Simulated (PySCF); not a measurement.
One ligand Y is varied and pulled off as a radical: Cd(NH2)1–Y. Gas-phase values, no solvent. One relaxed conformer stands for each flexible species; it need not be the lowest. Multiplicities are imposed; where one is given, others were not computed. Strings in code marks are SMILES.

These are PBE-D3(BJ)/def2-TZVP // PBE-D3(BJ)/def2-SVP (PySCF) values and carry that method's errors. 

```tsv
species	highest occupied spin orbital (eV)
ligand removed as a radical	-4.71
free radical OH (`[OH]`)	-7.14
free radical NH2 (`[NH2]`)	-7.20
free radical CH3	___
free radical OCH3 (`C[O]`)	-5.97
free radical N(CH3)2 (`C[N]C`)	-5.56
free radical SH (`[SH]`)	-6.12
```

Task: Fill in the missing entries.

Result: 
- free radical CH3, highest occupied spin orbital (eV): -5.38
